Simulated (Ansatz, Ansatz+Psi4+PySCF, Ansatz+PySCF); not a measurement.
```xyz
7

C    -0.5700    0.0016   -0.2093
C     0.7442    0.0067    0.0392
H    -1.5012   -0.0050    1.5266
H    -1.0938    0.9152   -0.4056
H    -1.0978   -0.9164   -0.4009
H     1.3001   -0.9288    0.1662
H     1.3057    0.9205    0.1815
```

Basis set: cc-pVTZ (spherical functions). Left uncorrelated: 2 orbitals. Correlation on ROHF uses semicanonical orbitals with singles. Charge 0, multiplicity 2.

Computed with Ansatz (development build ahead of 0.2.0); each method stands on the lowest determinant of its kind that the runs found.

Question: Give the atomization energy at this shape (free ground-state atoms in the same class of orbitals less the molecule, no zero-point energy) of doublet C2H5 by ROHF-CCSD(T), ROHF-MP2, UHF-MP2.

Answer:

```tsv
method	atomization energy
ROHF-CCSD(T)	548.35 kcal/mol
ROHF-MP2	549.69 kcal/mol
UHF-MP2	544.56 kcal/mol
```

Caution: the shape is not the minimum. Caution for UHF-MP2: the unrestricted determinant is spin contaminated.
